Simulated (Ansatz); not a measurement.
System: 2H MoTe2. Method: PBE-D4 (PAW; Ansatz, a program for electronic structure).

Settings: plane-wave cutoff 520 eV, 12×12×4 k mesh (along the axes of the cell as run), Fermi–Dirac smearing 0.01 eV, no spin polarisation, scalar-relativistic PAW data made under PBE.

Shape and atoms are relaxed at each volume.

Pressure at four volumes; x = ln(V/24.294 Å³). One pressure is withheld.

```
V (Å³/atom)        x  P (GPa)
-----------  -------  -------
23.322       -0.0408     2.15
24.294        0.0000     0.00
24.780        0.0198    -0.79
25.266        0.0392        ?
```

**Question.** Pass a parabola P(x) through the three rows shown, estimate the bulk modulus and its pressure derivative near zero pressure, and predict the withheld pressure.

**Answer.** Slopes between the rows: (0.00 − (2.15))/(0.0000 − (-0.0408)) = -52.70 and (-0.79 − (0.00))/(0.0198 − (0.0000)) = -39.90 GPa. Their difference over the span 0.0606 is c = 12.80/0.0606 = 211.2 GPa, so P(x) = 2.15 + (-52.70)(x − (-0.0408)) + 211.2 (x − (-0.0408))(x − (0.0000)). At the middle row B = −dP/dx = −[-52.70 + 211.2 × 0.0408] = 44.1 GPa, and B′ = dB/dP = 2c/B = 9.6. At x = 0.0392 the parabola gives -1.40 GPa; the run gives -1.41 GPa. The Birch–Murnaghan fit to the energies at all volumes has B0 = 43.7 GPa and B′ = 9.7.

Note: the bulk modulus comes from volumes at which shape and atoms were relaxed.

Spin–orbit coupling is not included.
